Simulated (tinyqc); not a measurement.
G0W0 on RHF in the sto-3g basis, for HF, spin multiplicity 1, step by step. One step of it, computed by the program tinyqc.

Question. Iteration 1: building the Fock matrix. J_ij = sum D_kl (ij|kl), K_ij = sum D_kl (ik|jl); F = H + J - 0.5 K; E = tr D H + tr D J / 2 - 0.25 tr D K + E_nn.

D at the start, lower triangle:
```
            1F 1s      1F 2s    1F 2px    1F 2py    1F 2pz     2H 1s
1F 1s    2.088344
1F 2s   -0.366692   1.577533
1F 2px   0.000000   0.000000  2.000000
1F 2py   0.000000   0.000000  0.000000  2.000000
1F 2pz   0.091736  -0.344503  0.000000  0.000000  1.786587
2H 1s   -0.164300   0.469242  0.000000  0.000000  0.240620  0.210016
```

core Hamiltonian H = T + V (hartree), lower triangle:
```
             1F 1s       1F 2s     1F 2px     1F 2py     1F 2pz      2H 1s
1F 1s   -40.554710
1F 2s    -9.515731  -11.030710
1F 2px    0.000000    0.000000  -8.696300
1F 2py    0.000000    0.000000   0.000000  -8.696300
1F 2pz   -0.012687   -0.154528   0.000000   0.000000  -8.791061
2H 1s    -1.639431   -3.530913   0.000000   0.000000  -2.364703  -5.086857
```

Two-electron integrals (ij|kl) in chemists' order, unique and non-zero (hartree):
```
(11|11) 5.403501   (21|11) 0.841920   (21|21) 0.156299   (22|11) 1.268028
(22|21) 0.292344   (22|22) 0.926167   (31|31) 0.027998   (32|31) 0.043169
(32|32) 0.204588   (33|11) 1.264502   (33|21) 0.292403   (33|22) 0.925959
(33|33) 0.997514   (41|41) 0.027998   (42|41) 0.043169   (42|42) 0.204588
(43|43) 0.053770   (44|11) 1.264502   (44|21) 0.292403   (44|22) 0.925959
(44|33) 0.889973   (44|44) 0.997514   (51|51) 0.027998   (52|51) 0.043169
(52|52) 0.204588   (53|53) 0.053770   (54|54) 0.053770   (55|11) 1.264502
(55|21) 0.292403   (55|22) 0.925959   (55|33) 0.889973   (55|44) 0.889973
(55|55) 0.997514   (61|11) 0.146051   (61|21) 0.026881   (61|22) 0.049945
(61|33) 0.049869   (61|44) 0.049869   (61|51) 0.001105   (61|52) 0.002068
(61|55) 0.050105   (61|61) 0.004671   (62|11) 0.364399   (62|21) 0.085117
(62|22) 0.300214   (62|33) 0.295859   (62|44) 0.295859   (62|51) 0.005798
(62|52) 0.044963   (62|55) 0.308633   (62|61) 0.014847   (62|62) 0.119093
(63|31) 0.008976   (63|32) 0.052937   (63|53) 0.009502   (63|63) 0.017783
(64|41) 0.008976   (64|42) 0.052937   (64|54) 0.009502   (64|64) 0.017783
(65|11) 0.245626   (65|21) 0.058118   (65|22) 0.219447   (65|33) 0.210017
(65|44) 0.210017   (65|51) 0.012441   (65|52) 0.084167   (65|55) 0.238057
(65|61) 0.010570   (65|62) 0.106722   (65|65) 0.112696   (66|11) 0.512886
(66|21) 0.121772   (66|22) 0.494968   (66|33) 0.477881   (66|44) 0.477881
(66|51) 0.010584   (66|52) 0.115132   (66|55) 0.528566   (66|61) 0.021384
(66|62) 0.249851   (66|65) 0.260111   (66|66) 0.774606
```

nuclear repulsion = 4.76736226 hartree

Give: Coulomb J; exchange K; Fock matrix F; total energy of this density.

Answer.

Coulomb J (hartree), lower triangle:
```
         1F 1s   1F 2s  1F 2px  1F 2py  1F 2pz  2H 1s
1F 1s   20.504
1F 2s    3.921   9.728
1F 2px   0.000   0.000   9.715
1F 2py   0.000   0.000   0.000   9.715
1F 2pz  -0.011  -0.027   0.000   0.000   9.728
2H 1s    0.674   3.088   0.000   0.000   2.232  5.056
```

exchange K (hartree), lower triangle:
```
         1F 1s   1F 2s  1F 2px  1F 2py  1F 2pz  2H 1s
1F 1s   11.054
1F 2s    1.951   3.057
1F 2px   0.000   0.000   2.603
1F 2py   0.000   0.000   0.000   2.603
1F 2pz   0.008  -0.128   0.000   0.000   2.560
2H 1s    0.343   1.128   0.000   0.000   0.714  0.903
```

Fock matrix F (hartree), lower triangle:
```
          1F 1s   1F 2s  1F 2px  1F 2py  1F 2pz   2H 1s
1F 1s   -25.577
1F 2s    -6.570  -2.832
1F 2px    0.000   0.000  -0.283
1F 2py    0.000   0.000   0.000  -0.283
1F 2pz   -0.028  -0.117   0.000   0.000  -0.343
2H 1s    -1.137  -1.007   0.000   0.000  -0.490  -0.482
```

total energy of this density = -98.29536 hartree
